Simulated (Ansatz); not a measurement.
# CHSi (doublet): from Hartree-Fock to the top rungs at distance Si1–C2 = 5.842 Å, 6-31G

How much of the correlation energy of CHSi (doublet) does each wave-function method recover here?

Program: Ansatz 0.2.0, Gaussian basis. Level of theory: 6-31G, core rule «outside noble gas», up to 6 orbitals frozen. These are calculated values, not measurements.

To be run: UHF; CCSD(T) on ROHF; CCSD(T) on UHF; BCCD(T) on ROHF; CISD; CCSDT(Q) on UHF; CASSCF and MRCISD+Q, 3 electrons in 3 orbitals; CASSCF and NEVPT2, 3 electrons in 3 orbitals; CASSCF and MRCISD+Q, 9 electrons in 9 orbitals; CASSCF and NEVPT2, 9 electrons in 9 orbitals; Full CI; Full CI in the symmetry of the determinant.

24 further runs of the same task are left out: 1 for a mislabelled method, 5 for a known fault of the program, 16 that didn't finish, 2 set aside as unsound or not needed.

**1. The system**

The geometry derives from a PBE0/def2-TZVP stationary point (not a proven minimum). One bond is set to the value named and the two fragments are kept rigid.

3 atoms, charge 0, spin multiplicity 2.

Atoms are counted from 1 here; the program's logs count them from 0.

Bond lengths: C2–H3 1.079 Å.

**2. UHF**

File in.yaml:

```yaml
crystal:
  periodic: [false, false, false]
  atoms:
    - {symbol: Si, position_ang: [0.000000, 0.000000, 4.254474]}
    - {symbol: C, position_ang: [0.000000, 0.000000, -1.587526]}
    - {symbol: H, position_ang: [0.000000, 0.000000, -2.666949]}
basis:
  gaussian: {orbitals: 6-31G}
magnetization: {spin_polarized: true, initial_magnetization: 1}
hamiltonian: {xc: hf}
output: {orbitals: {seedname: orbitals}}
```

Command:

```bash
$ ansatz run in.yaml --threads 1 --pin off --events-out ev --progress --plain --max-ram 2393MiB
```

After this run come: CCSD(T) on ROHF; CCSD(T) on UHF; BCCD(T) on ROHF; CISD; CCSDT(Q) on UHF; CASSCF and MRCISD+Q, 3 electrons in 3 orbitals; CASSCF and NEVPT2, 3 electrons in 3 orbitals; CASSCF and MRCISD+Q, 9 electrons in 9 orbitals; CASSCF and NEVPT2, 9 electrons in 9 orbitals; Full CI; Full CI in the symmetry of the determinant.

Before running them: what should the planned runs give, taken together? Wanted: FCI below the RHF energy; UMP2 from FCI; UCCSD(T) from FCI; UCCSDT(Q) from FCI; NEVPT2 pair from FCI; MRCISD+Q pair from FCI; T1 diagnostic; effectively unpaired electrons.

As calculated:

| quantity | value |
| --- | --- |
| FCI below the RHF energy | -4.0213 eV |
| UMP2 from FCI | +789.1 meV |
| UCCSD(T) from FCI | +7.7 meV |
| UCCSDT(Q) from FCI | -1.4 meV |
| NEVPT2 pair from FCI | +797.1 meV |
| MRCISD+Q pair from FCI | -19.9 meV |
| levels within 1 kcal/mol (43 meV) | UCCSD, UCCSD(T), UCCSDT, UCCSDT(Q), MRCISD+Q pair |
| T1 diagnostic | 0.475 |
| effectively unpaired electrons | 3.05 |

**Reading.** UCCSD(T) lands +7.7 meV from the yardstick (0.2 % of the correlation energy). MRCISD+Q pair falls below full CI: the +Q correction isn't variational, and the cores differ from full CI's. The occupations show strong static correlation (3.1 unpaired electrons where one determinant has 1). Coupled cluster on one determinant still stays close here. Of the multireference levels listed MRCISD+Q pair comes nearest in total energy (-19.9 meV), which doesn't show that its space is the better one. The lowest state has another symmetry than the determinant, whose own symmetry lies 0.02 eV higher, so single-reference misses include that gap. Coupled cluster took another determinant than the lowest Hartree-Fock one. These misses are within one basis, not against nature; the frozen cores of restricted and unrestricted runs differ, which can shift their rows.
